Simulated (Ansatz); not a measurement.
in.yaml

```yaml
crystal:
  periodic: [false, false, false]
  atoms:
    - {symbol: P, position_ang: [-0.017448, -0.314586, 1.057946]}
    - {symbol: C, position_ang: [-0.018281, 1.058678, 0.090100]}
    - {symbol: Si, position_ang: [0.029683, -0.181735, -1.216015]}
    - {symbol: H, position_ang: [-0.073094, 2.115781, 0.299281]}
basis:
  gaussian: {orbitals: cc-pVDZ}
magnetization: {spin_polarized: false}
hamiltonian: {pseudopotentials: {relativity: none}}
correlation: {method: bccd, electrons: outside_noble_gas}
```

```sh
$ ansatz run in.yaml --threads 1 --pin off --events-out ev --progress --plain --max-ram 2393MiB
```

Log:

```
553 factors; integrals over basis functions are off by at most 1.3e-3 eV
mean field evaluation 1: about -18177.5073 eV, gradient 1.9e1 eV
mean field evaluation 2: about -18177.5622 eV, gradient 1.9e1 eV
mean field evaluation 4: about -18178.7308 eV, gradient 2.7e0 eV
mean field evaluation 8: about -18178.7655 eV, gradient 1.9e-1 eV
mean field evaluation 16: about -18178.2892 eV, gradient 1.2e1 eV
mean field evaluation 32: about -18169.5745 eV, gradient 7.3e-1 eV
mean field evaluation 64: about -18172.5928 eV, gradient 8.1e-4 eV
mean field -18178.76603399 eV, -668.0573297391 hartree, gradient 1.1e-6 eV, S^2 0.000000; 0 other end points of the search recorded, 0 dependent functions left out
11 core orbitals not correlated: weight in the atoms' cores, before any rotation towards them, 1.000 or more for the frozen orbitals, at most 0.000 for the correlated occupied ones
reference -18178.76603399 eV, -668.0573297391 hartree; 7, 7 occupied and 37, 37 virtual orbitals, 553 factors
second order -8.71091684 eV of doubles, -0.00000000 eV of singles
cycle   1  -9.03900621 eV  change   -3.3e-1 eV  update   9.5e-2
cycle   2  -9.38265437 eV  change   -3.4e-1 eV  update   3.1e-2
cycle   3  -9.43245688 eV  change   -5.0e-2 eV  update   1.5e-2
cycle   4  -9.43080689 eV  change    1.6e-3 eV  update   5.3e-3
cycle   5  -9.42982537 eV  change    9.8e-4 eV  update   2.7e-3
cycle   6  -9.42976122 eV  change    6.4e-5 eV  update   9.4e-4
cycle   7  -9.42930387 eV  change    4.6e-4 eV  update   3.2e-4
cycle   8  -9.42932462 eV  change   -2.1e-5 eV  update   1.3e-4
cycle   9  -9.42931487 eV  change    9.8e-6 eV  update   4.8e-5
cycle  10  -9.42930627 eV  change    8.6e-6 eV  update   2.0e-5
cycle  11  -9.42931469 eV  change   -8.4e-6 eV  update   8.7e-6
Total energy: -18188.19534869 eV, -668.4038506627 hartree
```

Ran on 1 thread of Intel Xeon, shared host: 7 s wall, 0.17 GiB peak host memory.
